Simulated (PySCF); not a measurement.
PySCF input (HF/aug-cc-pVQZ):

```python
import numpy as np, basis_set_exchange as bse
from pyscf import gto, scf, dft, df
from pyscf.prop.polarizability import rhf as pol

basis = {'F': gto.basis.parse(bse.get_basis('aug-cc-pVQZ', elements=['F'], fmt='nwchem')), 'O': gto.basis.parse(bse.get_basis('aug-cc-pVQZ', elements=['O'], fmt='nwchem'))}
mol = gto.M(
    atom='''
    F     0.03923562    1.10057360   -0.27954166
    O    -0.01962367    0.00815420    0.59730772
    F    -0.02179237   -1.10782178   -0.25139853
    ''',
    basis=basis,
    charge=0,
    verbose=4,
    max_memory=2160,
)
mf = scf.RHF(mol)
mf = mf.density_fit(auxbasis=df.autoaux(mol))
mf.conv_tol = 1e-9
mf.max_cycle = 100
print('smallest overlap eigenvalue', np.linalg.eigvalsh(mol.intor('int1e_ovlp'))[0])
mf.kernel()
dip = mf.dip_moment()
p = pol.Polarizability(mf)
p.max_cycle_cphf = 60
alpha = p.polarizability()
print('polarisability/bohr^3', alpha.trace() / 3)
```

Output:

```
PySCF version 2.14.0

[INPUT] verbose = 4
[INPUT] num. atoms = 3
[INPUT] num. electrons = 26
[INPUT] charge = 0
[INPUT] spin (= nelec alpha-beta = 2S) = 0
[INPUT] symmetry False subgroup None
[INPUT] Mole.unit = angstrom
[INPUT] Symbol           X                Y                Z      unit          X                Y                Z       unit  Magmom
[INPUT]  1 F      0.039235620000   1.100573600000  -0.279541660000 AA    0.074144576128   2.079782683927  -0.528257177806 Bohr   0.0
[INPUT]  2 O     -0.019623670000   0.008154200000   0.597307720000 AA   -0.037083361859   0.015409204765   1.128748002888 Bohr   0.0
[INPUT]  3 F     -0.021792370000  -1.107821780000  -0.251398530000 AA   -0.041181610905  -2.093479759028  -0.475074369818 Bohr   0.0

nuclear repulsion = 73.7508476139943
number of shells = 30
number of NR pGTOs = 279
number of NR cGTOs = 240
basis = {'F': [[0, [74530.0, 9.5e-05, 0.0, 0.0, -2.2e-05, 0.0], [11170.0, 0.000738, 0.0, 0.0, -0.000172, 0.0], [2543.0, 0.003858, 0.0, 0.0, -0.000891, 0.0], [721.0, 0.015926, 0.0, 0.0, -0.003748, 0.0], [235.9, 0.054289, 0.0, 0.0, -0.012862, 0.0], [85.6, 0.149513, 0.0, 0.0, -0.038061, 0.0], [33.55, 0.308252, 0.0, 0.0, -0.086239, 0.0], [13.93, 0.394853, 0.0, 0.0, -0.155865, 0.0], [5.915, 0.211031, 0.0, 0.0, -0.110914, 0.0], [1.843, 0.017151, 1.0, 0.0, 0.298761, 0.0], [0.7124, -0.002015, 0.0, 1.0, 0.585013, 0.0], [0.2637, 0.000869, 0.0, 0.0, 0.271159, 1.0]], [0, [0.08594, 1.0]], [1, [80.39, 0.0, 0.006347, 0.0, 0.0], [18.63, 0.0, 0.044204, 0.0, 0.0], [5.694, 0.0, 0.168514, 0.0, 0.0], [1.953, 1.0, 0.361563, 0.0, 0.0], [0.6702, 0.0, 0.442178, 1.0, 0.0], [0.2166, 0.0, 0.243435, 0.0, 1.0]], [1, [0.06568, 1.0]], [2, [5.014, 1.0, 0.0, 0.0], [1.725, 0.0, 1.0, 0.0], [0.586, 0.0, 0.0, 1.0]], [2, [0.207, 1.0]], [3, [3.562, 1.0, 0.0], [1.148, 0.0, 1.0]], [3, [0.46, 1.0]], [4, [2.376, 1.0]], [4, [0.924, 1.0]]], 'O': [[0, [61420.0, 9e-05, 0.0, 0.0, -2e-05, 0.0], [9199.0, 0.000698, 0.0, 0.0, -0.000159, 0.0], [2091.0, 0.003664, 0.0, 0.0, -0.000829, 0.0], [590.9, 0.015218, 0.0, 0.0, -0.003508, 0.0], [192.3, 0.052423, 0.0, 0.0, -0.012156, 0.0], [69.32, 0.145921, 0.0, 0.0, -0.036261, 0.0], [26.97, 0.305258, 0.0, 0.0, -0.082992, 0.0], [11.1, 0.398508, 0.0, 0.0, -0.15209, 0.0], [4.682, 0.21698, 0.0, 0.0, -0.115331, 0.0], [1.428, 0.017594, 1.0, 0.0, 0.288979, 0.0], [0.5547, -0.002502, 0.0, 1.0, 0.586128, 0.0], [0.2067, 0.000954, 0.0, 0.0, 0.277624, 1.0]], [0, [0.06959, 1.0]], [1, [63.42, 0.0, 0.006044, 0.0, 0.0], [14.66, 0.0, 0.041799, 0.0, 0.0], [4.459, 0.0, 0.161143, 0.0, 0.0], [1.531, 1.0, 0.356731, 0.0, 0.0], [0.5302, 0.0, 0.448309, 1.0, 0.0], [0.175, 0.0, 0.24494, 0.0, 1.0]], [1, [0.05348, 1.0]], [2, [3.775, 1.0, 0.0, 0.0], [1.3, 0.0, 1.0, 0.0], [0.444, 0.0, 0.0, 1.0]], [2, [0.154, 1.0]], [3, [2.666, 1.0, 0.0], [0.859, 0.0, 1.0]], [3, [0.324, 1.0]], [4, [1.846, 1.0]], [4, [0.714, 1.0]]]}
ecp = {}
ETB for F: l = 0, exps = 0.13136 * 1.8^n , n = 0..15
ETB for F: l = 1, exps = 0.13136 * 1.8^n , n = 0..13
ETB for F: l = 2, exps = 0.13136 * 1.8^n , n = 0..12
ETB for F: l = 3, exps = 0.27268 * 2.2^n , n = 0..6
ETB for F: l = 4, exps = 0.414 * 2.2^n , n = 0..6
ETB for F: l = 5, exps = 0.667 * 2.3^n , n = 0..4
ETB for O: l = 0, exps = 0.10696 * 1.8^n , n = 0..15
ETB for O: l = 1, exps = 0.10696 * 1.8^n , n = 0..12
ETB for O: l = 2, exps = 0.10696 * 1.8^n , n = 0..12
ETB for O: l = 3, exps = 0.20748 * 2.2^n , n = 0..6
ETB for O: l = 4, exps = 0.308 * 2.2^n , n = 0..6
ETB for O: l = 5, exps = 0.478 * 2.3^n , n = 0..4
smallest overlap eigenvalue 0.00018508881294803097

******** <class 'pyscf.df.df_jk.DFRHF'> ********
method = DFRHF
initial guess = minao
damping factor = 0
level_shift factor = 0
DIIS = <class 'pyscf.scf.diis.CDIIS'>
diis_start_cycle = 1
diis_space = 8
diis_damp = 0
SCF conv_tol = 1e-09
SCF conv_tol_grad = None
SCF max_cycles = 100
direct_scf = False
Set gradient conv threshold to 3.16228e-05
Initial guess from minao.
******** <class 'pyscf.df.df.DF'> ********
auxbasis = {'F': [[0, [np.float64(886.2387113804792), 1]], [0, [np.float64(492.3548396558218), 1]], [0, [np.float64(273.53046647545654), 1]], [0, [np.float64(151.96137026414254), 1]], [0, [np.float64(84.42298348007917), 1]], [0, [np.float64(46.90165748893288), 1]], [0, [np.float64(26.056476382740488), 1]], [0, [np.float64(14.475820212633604), 1]], [0, [np.float64(8.042122340352002), 1]], [0, [np.float64(4.467845744640001), 1]], [0, [np.float64(2.4821365248000005), 1]], [0, [np.float64(1.3789647360000001), 1]], [0, [np.float64(0.7660915200000001), 1]], [0, [np.float64(0.42560640000000005), 1]], [0, [np.float64(0.23644800000000002), 1]], [0, [np.float64(0.13136), 1]], [1, [np.float64(273.53046647545654), 1]], [1, [np.float64(151.96137026414254), 1]], [1, [np.float64(84.42298348007917), 1]], [1, [np.float64(46.90165748893288), 1]], [1, [np.float64(26.056476382740488), 1]], [1, [np.float64(14.475820212633604), 1]], [1, [np.float64(8.042122340352002), 1]], [1, [np.float64(4.467845744640001), 1]], [1, [np.float64(2.4821365248000005), 1]], [1, [np.float64(1.3789647360000001), 1]], [1, [np.float64(0.7660915200000001), 1]], [1, [np.float64(0.42560640000000005), 1]], [1, [np.float64(0.23644800000000002), 1]], [1, [np.float64(0.13136), 1]], [2, [np.float64(151.96137026414254), 1]], [2, [np.float64(84.42298348007917), 1]], [2, [np.float64(46.90165748893288), 1]], [2, [np.float64(26.056476382740488), 1]], [2, [np.float64(14.475820212633604), 1]], [2, [np.float64(8.042122340352002), 1]], [2, [np.float64(4.467845744640001), 1]], [2, [np.float64(2.4821365248000005), 1]], [2, [np.float64(1.3789647360000001), 1]], [2, [np.float64(0.7660915200000001), 1]], [2, [np.float64(0.42560640000000005), 1]], [2, [np.float64(0.23644800000000002), 1]], [2, [np.float64(0.13136), 1]], [3, [np.float64(30.91643222272001), 1]], [3, [np.float64(14.052923737600004), 1]], [3, [np.float64(6.387692608000001), 1]], [3, [np.float64(2.9034966400000006), 1]], [3, [np.float64(1.3197712000000001), 1]], [3, [np.float64(0.599896), 1]], [3, [np.float64(0.27268), 1]], [4, [np.float64(46.93928025600002), 1]], [4, [np.float64(21.336036480000008), 1]], [4, [np.float64(9.698198400000003), 1]], [4, [np.float64(4.408272000000001), 1]], [4, [np.float64(2.00376), 1]], [4, [np.float64(0.9108), 1]], [4, [np.float64(0.414), 1]], [5, [np.float64(18.665394699999997), 1]], [5, [np.float64(8.115388999999999), 1]], [5, [np.float64(3.5284299999999997), 1]], [5, [np.float64(1.5341), 1]], [5, [np.float64(0.667), 1]]], 'O': [[0, [np.float64(721.6206803384292), 1]], [0, [np.float64(400.900377965794), 1]], [0, [np.float64(222.7224322032189), 1]], [0, [np.float64(123.73468455734383), 1]], [0, [np.float64(68.74149142074656), 1]], [0, [np.float64(38.18971745597032), 1]], [0, [np.float64(21.216509697761285), 1]], [0, [np.float64(11.786949832089602), 1]], [0, [np.float64(6.548305462272001), 1]], [0, [np.float64(3.63794747904), 1]], [0, [np.float64(2.0210819328), 1]], [0, [np.float64(1.122823296), 1]], [0, [np.float64(0.62379072), 1]], [0, [np.float64(0.34655040000000004), 1]], [0, [np.float64(0.192528), 1]], [0, [np.float64(0.10696), 1]], [1, [np.float64(123.73468455734383), 1]], [1, [np.float64(68.74149142074656), 1]], [1, [np.float64(38.18971745597032), 1]], [1, [np.float64(21.216509697761285), 1]], [1, [np.float64(11.786949832089602), 1]], [1, [np.float64(6.548305462272001), 1]], [1, [np.float64(3.63794747904), 1]], [1, [np.float64(2.0210819328), 1]], [1, [np.float64(1.122823296), 1]], [1, [np.float64(0.62379072), 1]], [1, [np.float64(0.34655040000000004), 1]], [1, [np.float64(0.192528), 1]], [1, [np.float64(0.10696), 1]], [2, [np.float64(123.73468455734383), 1]], [2, [np.float64(68.74149142074656), 1]], [2, [np.float64(38.18971745597032), 1]], [2, [np.float64(21.216509697761285), 1]], [2, [np.float64(11.786949832089602), 1]], [2, [np.float64(6.548305462272001), 1]], [2, [np.float64(3.63794747904), 1]], [2, [np.float64(2.0210819328), 1]], [2, [np.float64(1.122823296), 1]], [2, [np.float64(0.62379072), 1]], [2, [np.float64(0.34655040000000004), 1]], [2, [np.float64(0.192528), 1]], [2, [np.float64(0.10696), 1]], [3, [np.float64(23.524062481920012), 1]], [3, [np.float64(10.692755673600004), 1]], [3, [np.float64(4.860343488000002), 1]], [3, [np.float64(2.2092470400000006), 1]], [3, [np.float64(1.0042032), 1]], [3, [np.float64(0.45645600000000003), 1]], [3, [np.float64(0.20748), 1]], [4, [np.float64(34.92101043200002), 1]], [4, [np.float64(15.873186560000006), 1]], [4, [np.float64(7.215084800000002), 1]], [4, [np.float64(3.279584000000001), 1]], [4, [np.float64(1.4907200000000003), 1]], [4, [np.float64(0.6776000000000001), 1]], [4, [np.float64(0.308), 1]], [5, [np.float64(13.376399799999994), 1]], [5, [np.float64(5.815825999999999), 1]], [5, [np.float64(2.5286199999999996), 1]], [5, [np.float64(1.0994), 1]], [5, [np.float64(0.478), 1]]]}
init E= -273.508651079128
  HOMO = -0.325218846481732  LUMO = -0.0781787603753422  gap/eV = 6.72230
cycle= 1 E= -273.475785343044  delta_E= 0.0329  |g|= 0.76  |ddm|= 2.44
  HOMO = -0.646112851985177  LUMO = -0.00419424637753059  gap/eV = 17.46749
cycle= 2 E= -273.525521896761  delta_E= -0.0497  |g|= 0.628  |ddm|= 1.13
  HOMO = -0.595005967011389  LUMO = 0.0702400367755806  gap/eV = 18.10227
cycle= 3 E= -273.579839085546  delta_E= -0.0543  |g|= 0.083  |ddm|= 0.554
  HOMO = -0.580728547586567  LUMO = 0.0806665445357206  gap/eV = 17.99748
cycle= 4 E= -273.581529768603  delta_E= -0.00169  |g|= 0.0339  |ddm|= 0.107
  HOMO = -0.583326510544239  LUMO = 0.0803258647985787  gap/eV = 18.05890
cycle= 5 E= -273.581927688476  delta_E= -0.000398  |g|= 0.01  |ddm|= 0.051
  HOMO = -0.581533544307881  LUMO = 0.0804300523571799  gap/eV = 18.01295
cycle= 6 E= -273.581992836846  delta_E= -6.51e-05  |g|= 0.0032  |ddm|= 0.0246
  HOMO = -0.581072540452503  LUMO = 0.0803632928346455  gap/eV = 17.99859
cycle= 7 E= -273.581999036011  delta_E= -6.2e-06  |g|= 0.000705  |ddm|= 0.0089
  HOMO = -0.580832654726542  LUMO = 0.0803883054488141  gap/eV = 17.99274
cycle= 8 E= -273.581999290613  delta_E= -2.55e-07  |g|= 0.000112  |ddm|= 0.00202
  HOMO = -0.580832873872481  LUMO = 0.0803838332727566  gap/eV = 17.99262
cycle= 9 E= -273.581999297239  delta_E= -6.63e-09  |g|= 2.18e-05  |ddm|= 0.000254
  HOMO = -0.580833064677407  LUMO = 0.0803833461909781  gap/eV = 17.99261
cycle= 10 E= -273.581999297522  delta_E= -2.84e-10  |g|= 6.35e-06  |ddm|= 5.06e-05
  HOMO = -0.580833613646156  LUMO = 0.0803831793005731  gap/eV = 17.99263
Extra cycle  E= -273.581999297544  delta_E= -2.22e-11  |g|= 3e-06  |ddm|= 1.08e-05
converged SCF energy = -273.581999297544
Dipole moment(X, Y, Z, Debye): -0.01351,  0.00562,  0.41136
Isotropic polarizability 14.1556413176
Polarizability anisotropy 11.0023661408
polarisability/bohr^3 14.155641317587623
```
